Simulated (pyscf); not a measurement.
Single points on ωB97X-D3(BJ)/def2-SVP structures (PySCF, gas phase). Correlated levels are frozen-core, on RHF or UHF. ΔMP2 is the change of the MP2 total energy from the triple- to the quadruple-zeta basis.

What is the homolytic dissociation enthalpy (298 K, CCSD(T)/def2-TZVPP + ΔMP2(QZVPP)) of the C–F bond of C₃H₄F₂ (SMILES FC1(F)CC1), to F• + cyclic C₃H₄F (SMILES F[C]1CC1) [doublet]?

C–F to F• + cyclic C₃H₄F (SMILES F[C]1CC1) [doublet]: 123.8 kcal/mol. cyclic C₃H₄F₂ (SMILES FC1(F)CC1) lies 9.0 kcal/mol over its isomer H₂C=CH–CH(F)–F, and others may lie lower still (electronic energy, ωB97M-D3(BJ)). cyclic C₃H₄F (SMILES F[C]1CC1) [doublet] lies 30.2 kcal/mol over its isomer •H₂C–C(=CH₂)–F, and others may lie lower still (electronic energy, ωB97M-D3(BJ)). The CCSD(T) − MP2 part came from Ansatz, without density fitting, on the same reference. Left out: the spin-orbit lowering of F.
